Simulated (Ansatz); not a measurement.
[Br···H···H], doublet along the distance Br1-H2

Starting geometry:

```json
{"atom": "Br", "x (Å)": "0.0000", "y (Å)": "0.0000", "z (Å)": "-1.2869"}
{"atom": "H", "x (Å)": "0.0000", "y (Å)": "0.0000", "z (Å)": "0.1337"}
{"atom": "H", "x (Å)": "0.0000", "y (Å)": "0.0000", "z (Å)": "1.1531"}
```

From there H2 is moved from one fragment to the other while all else, the fragments' distance too, stays fixed; atoms are numbered as listed. Energies are in kJ/mol, counted from the starting geometry at the same level.

Basis 6-31G (Cartesian d functions); Ansatz 0.2.0. Correlated methods freeze the noble-gas cores and the filled d shells of p-block atoms. Prefix R: restricted or restricted open-shell reference. No spin–orbit coupling is included, and no scalar relativity.

Full CI is exact within this basis and frozen core; it isn't the basis-set limit.

| distance Br1-H2 (Å) | RMP2 |
| --- | --- |
| 1.321 | 33.9 |
| 1.421 | 0.0 |
| 1.460 | -10.9 |
| 1.499 | -21.8 |
| 1.538 | -32.1 |
| 1.577 | -41.3 |
| 1.617 | -50.6 |
| 1.656 | -59.0 |
| 1.695 | -65.3 |

Q: Estimate the full CI curve in 6-31G from this one, knowing how RMP2 errs.

A: The computed full CI values, in kJ/mol from the starting point, and the error of RMP2 against them:
| distance Br1-H2 (Å) | full CI | RMP2 less full CI |
| --- | --- | --- |
| 1.321 | 38.1 | -4.2 |
| 1.421 | 0.0 | 0.0 |
| 1.460 | -11.7 | 0.8 |
| 1.499 | -22.6 | 0.8 |
| 1.538 | -33.4 | 1.2 |
| 1.577 | -43.8 | 2.5 |
| 1.617 | -53.6 | 3.1 |
| 1.656 | -61.6 | 2.6 |
| 1.695 | -66.8 | 1.5 |

The error spans 7.3 kJ/mol and is largest, -4.2 kJ/mol, at 1.321 Å.
